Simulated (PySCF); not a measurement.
CHNO.
InChI=1S/CHNO/c2-1-3/h2H

Method used: TDDFT CAM-B3LYP/def2-SVPD, vertical, gas phase, core orbitals frozen in the response in PySCF. Geometry: GFN2-xTB; no solvent, vibrations or thermal averaging.

Each state is given a Gaussian of 0.25 eV full width at half maximum, with ε(max) = 2.175×10⁸ f / Δν̃ (Δν̃ the width in cm⁻¹). The cross-section is σ = 3.8235×10⁻²¹ ε cm², given in Mb (10⁻¹⁸ cm²). The width is an assumption, not a result. The curve ends short of the highest state used, and states not computed would add to its high-energy end.

```csv
E (eV),σ (Mb)
6.41,0.00
6.53,0.06
6.65,0.50
6.77,1.09
6.89,0.65
7.01,0.11
7.13,0.01
7.25,0.00
7.38,0.04
7.50,0.83
7.62,4.97
7.74,9.18
7.86,5.96
7.98,1.52
8.10,0.59
8.22,1.98
8.34,2.42
8.46,0.98
8.58,0.78
8.71,0.80
8.83,0.24
8.95,0.02
9.07,0.00
9.19,0.00
9.31,0.00
9.43,0.00
9.55,0.19
9.67,2.62
9.79,17.49
9.92,66.80
```

Problem. Locate the maxima and give the states behind the curve.

Solution. 183 nm (6.78 eV), ε about 290, made up of S1 (100%); 160 nm (7.75 eV), ε about 2400, made up of S2 (77%) and S3 (23%); 149 nm (8.30 eV), ε about 680, made up of S4 (100%); 143 nm (8.65 eV), ε about 240, made up of S5 (99%) (ε in L mol⁻¹ cm⁻¹; maxima over ε = 5, shares over 10%). At its high-energy end, 9.92 eV, the curve is still rising (ε about 17000, from S7). The states used: S1 6.78 eV (f 0.0027); S2 7.72 eV (f 0.018); S3 7.83 eV (f 0.0071); S4 8.30 eV (f 0.0063); S5 8.66 eV (f 0.0022); S6 9.83 eV (f 0.015); S7 10.00 eV (f 0.201); S8 10.52 eV (f 0.174).

Problem. What would ε be at 7.75 eV, the highest of these maxima, with half the width (0.125 eV)?

Solution. About 3790 L mol⁻¹ cm⁻¹ against 2410, a factor of about 1.6; a lone state at its own centre would give exactly 2.

Problem. Coming from long wavelengths, where does ε first pass 100 L mol⁻¹ cm⁻¹?

Solution. At about 187 nm (6.63 eV), 0.15 eV below S1.

The run took 3.8 s of wall time on an Arm Neoverse N1 with one thread, shared host.
